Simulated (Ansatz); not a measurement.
Results of PBE (Ansatz, a program for electronic structure, PAW) for bcc Ba.

Run with plane-wave cutoff 500 eV, 20×20×20 k mesh, Fermi–Dirac smearing 0.1 eV, scalar-relativistic PAW data made under PBE.

Computed at the level's own relaxed cell.

What does this level give for the equilibrium volume per atom and lattice parameter a?


equilibrium volume per atom: 63.25 Å³/atom
lattice parameter a: 5.020 Å

Measured, for comparison: equilibrium volume per atom 62.31 Å³/atom (low-temperature or extrapolated to 0 K; zero-point anharmonic expansion removed; as tabulated in Csonka et al. (2009), arXiv:0903.4037); lattice constant a 4.995 Å (low-temperature or extrapolated to 0 K; zero-point anharmonic expansion removed, our sources range from 4.995 to 5.004; as tabulated in Csonka et al. (2009), arXiv:0903.4037). Computed (rounded) less measured: equilibrium volume per atom +1.5 %, lattice constant a +0.5 % (+0.3 % to +0.5 % over the range).

Spin–orbit coupling is not included.

Cost on a shared machine: roughly 40 core-seconds.
